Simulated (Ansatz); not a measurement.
Two-coordinate energy map

C2H2FN (SMILES N=C=CF), singlet, PBE0-D4/def2-TZVP minimum:

```csv
atom,x (Å),y (Å),z (Å)
N1,-0.1784,1.3370,-0.8774
C2,-0.0139,0.3472,-0.1813
C3,0.2455,-0.6261,0.6548
F4,1.1124,-1.6053,0.3407
H5,-0.9363,1.2628,-1.5578
H6,-0.2292,-0.7156,1.6210
```

Rows set the bond length N1–C2 (Å; 1.221 at the minimum), columns the bond length C2–C3 (Å; 1.309), set in this order; the parts move rigidly, in a bend the first-named atom's side turns in the plane, and in a torsion the whole end group turns. CCSD(T) energies count from the value at that structure, in kcal/mol. Program: Ansatz 0.2.0. Basis: def2-TZVPP. Cores are frozen in the correlated methods.

```csv
N1–C2 \ C2–C3,1.178,1.216,1.272,1.338,1.410,1.488,1.571
1.050,67.14,57.15,48.86,46.49,50.27,59.24,72.08
1.103,40.69,30.91,?,20.87,24.96,34.22,47.34
1.179,21.97,12.45,4.81,3.13,?,17.18,30.59
1.268,18.86,9.58,2.25,0.90,?,15.50,29.13
1.367,29.16,20.06,12.97,11.84,16.78,26.79,40.53
1.474,48.31,39.33,32.37,31.36,36.38,46.43,60.14
1.588,71.87,62.93,56.02,55.02,60.01,?,83.56
```

Problem. Fill in the withheld cells. (Judge from chemistry; the value comes from the calculation.)

Solution. By the calculation: (1.103, 1.272): 22.92; (1.179, 1.410): 7.58; (1.268, 1.410): 5.64; (1.588, 1.488): 69.98 kcal/mol. These count from the CCSD(T) energy at the PBE0-D4 minimum.

The same grid for a cheaper method: MP2 − CCSD(T), both counted from the minimum, in kcal/mol:
| N1–C2 \ C2–C3 | 1.178 | 1.216 | 1.272 | 1.338 | 1.410 | 1.488 | 1.571 |
| --- | --- | --- | --- | --- | --- | --- | --- |
| 1.050 | -1.67 | -1.48 | -1.19 | -0.86 | -0.46 | 0.03 | 0.71 |
| 1.103 | -1.35 | -1.16 | -0.88 | -0.56 | -0.19 | 0.26 | 0.88 |
| 1.179 | -0.90 | -0.70 | -0.42 | -0.11 | 0.22 | 0.61 | 1.14 |
| 1.268 | -0.41 | -0.20 | 0.09 | 0.41 | 0.73 | 1.08 | 1.50 |
| 1.367 | 0.12 | 0.35 | 0.66 | 1.00 | 1.32 | 1.64 | 1.98 |
| 1.474 | 0.84 | 1.10 | 1.46 | 1.84 | 2.20 | 2.52 | 2.81 |
| 1.588 | 2.82 | 3.17 | 3.64 | 4.15 | 4.64 | 5.07 | 5.42 |

The T1 diagnostic stays at or below 0.031. The T1 diagnostic is large here, which may signal multireference character or strong orbital relaxation, so CCSD(T) is less sure. The restricted Hartree–Fock reference is unstable towards an unrestricted one here. A large double-excitation amplitude points to some diradical character; no triplet was computed.

For scale, one of the runs: CCSD(T)/def2-TZVPP, 152 basis functions, launched by `ansatz run in.yaml --threads 2 --pin off --events-out ev --progress --plain --max-ram 4352MiB`. The run took 58 s on 2 CPU threads of an Arm Neoverse N1 (shared host), with 1.1 GiB of host memory at its peak.
